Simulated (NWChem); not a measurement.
Molecule: chlorine (Cl$_{2}$); SMILES ClCl

Program: NWChem. Pople sets run with spherical d functions. Each level has its own optimisation; frequencies are unscaled.

Q: Taking Hartree-Fock/6-311++G** as the yardstick, which of these has the fewest basis functions while keeping “highest harmonic frequency (cm⁻¹)” within 20 cm⁻¹ of it: Hartree-Fock/3-21G; Hartree-Fock/6-31+G*; Hartree-Fock/6-311G**; Hartree-Fock/6-31G*; Hartree-Fock/STO-3G?

A: Hartree-Fock/6-31G*.
```json
[
 {"level": "Hartree-Fock/STO-3G", "basis functions": "18", "highest harmonic frequency (cm⁻¹)": "695"},
 {"level": "Hartree-Fock/3-21G", "basis functions": "26", "highest harmonic frequency (cm⁻¹)": "510"},
 {"level": "Hartree-Fock/6-31G*", "basis functions": "36", "highest harmonic frequency (cm⁻¹)": "594"},
 {"level": "Hartree-Fock/6-31+G*", "basis functions": "44", "highest harmonic frequency (cm⁻¹)": "593"},
 {"level": "Hartree-Fock/6-311G**", "basis functions": "52", "highest harmonic frequency (cm⁻¹)": "598"},
 {"level": "Hartree-Fock/6-311++G**", "basis functions": "60", "highest harmonic frequency (cm⁻¹)": "604"}
]
```

The yardstick is one finite set, not the basis-set limit.
